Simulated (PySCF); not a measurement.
Species: C₃H₁₁P₃.
SMILES with atom numbers: `[CH3:1][P:2]([PH2:3])[CH2:4][CH2:5][PH2:6]` (hydrogens: H7, H8, H9 on C1; H10, H11 on P3; H12, H13 on C4; H14, H15 on C5; H16, H17 on P6)

Structure used (PBE0-D3(BJ)/def2-SVP), in Å, numbered top down from 1:
```
atom  x, y, z in Å
C1    -1.5934    1.3414   -0.4672
P2    -1.1019   -0.4382   -0.6547
P3    -2.4047   -1.2476    0.9739
C4     0.4862   -0.4296    0.3327
C5     1.6303    0.2249   -0.4276
P6     3.3000    0.2175    0.4012
H7    -2.6172    1.4794   -0.8466
H8    -0.9301    1.9637   -1.0877
H9    -1.5464    1.6946    0.5754
H10   -2.0733   -2.6138    0.7087
H11   -3.5745   -1.3053    0.1526
H12    0.7349   -1.4839    0.5436
H13    0.3314    0.0632    1.3085
H14    1.4081    1.2840   -0.6428
H15    1.7682   -0.2549   -1.4118
H16    3.2972   -1.1599    0.7880
H17    2.8574    0.6572    1.6885
```

Computed with TDDFT CAM-B3LYP/def2-SVPD, vertical, gas phase, core orbitals frozen in the response in PySCF 2.14.0, density-fitted response routines.

Ground-to-excited transition dipoles (e·a0, same axes as the geometry; the sign carries no meaning), for the states with f of 0.002 or more among the lowest 7:

```json
{"state": "S1", "E (eV)": "5.455", "μx": "-0.702", "μy": "-0.548", "μz": "0.676"}
{"state": "S2", "E (eV)": "5.957", "μx": "-0.462", "μy": "0.245", "μz": "-0.014"}
{"state": "S3", "E (eV)": "6.103", "μx": "0.333", "μy": "0.079", "μz": "-0.444"}
{"state": "S4", "E (eV)": "6.242", "μx": "0.278", "μy": "-0.197", "μz": "0.039"}
{"state": "S5", "E (eV)": "6.323", "μx": "0.359", "μy": "-0.130", "μz": "0.262"}
{"state": "S6", "E (eV)": "6.782", "μx": "0.278", "μy": "-0.013", "μz": "0.296"}
{"state": "S7", "E (eV)": "7.020", "μx": "1.051", "μy": "0.244", "μz": "-0.425"}
```

(1) What oscillator strength does each state have?

(2) Which bond between heavy atoms lies closest to the direction of the S7 transition dipole?

(3) What angle do the transition dipoles of S4 and S6 make?

(4) What peak molar absorption coefficient would the strongest computed level give as a lone Gaussian band 0.5 eV wide at half height?

Results:

(1) f = (2/3) ΔE |μ|² with ΔE in hartree (27.2114 eV).

```tsv
state	|μ|² (au)	|μ| (D)	f
S1	1.250	2.84	0.167
S2	0.273	1.33	0.040
S3	0.315	1.43	0.047
S4	0.117	0.87	0.018
S5	0.214	1.18	0.033
S6	0.165	1.03	0.027
S7	1.345	2.95	0.231
```

(2) C4–C5, at 17° from it; next P2–P3 at 29°.

(3) |cos θ| = |μa·μb| / (|μa| |μb|) = 0.66, so θ ≈ 49° (taken between 0 and 90°, since the signs are arbitrary).

(4) ε(max) = 2.175×10⁸ f / FWHM, with the width in cm⁻¹. S7: 2.175×10⁸ × 0.2314 / 4033 ≈ 12000 L mol⁻¹ cm⁻¹.

The vertical ionisation energy (ΔSCF) is 8.30 eV, 1.28 eV above S7.

The run took 2.8 min on one thread of an Arm Neoverse V2, no GPU, shared host, and the process peaked at 1.1 GiB of memory.

One conformer stands for the species.

Without π bonds the low states may be Rydberg-like; a valence basis with one diffuse set may place them up to an eV too high.
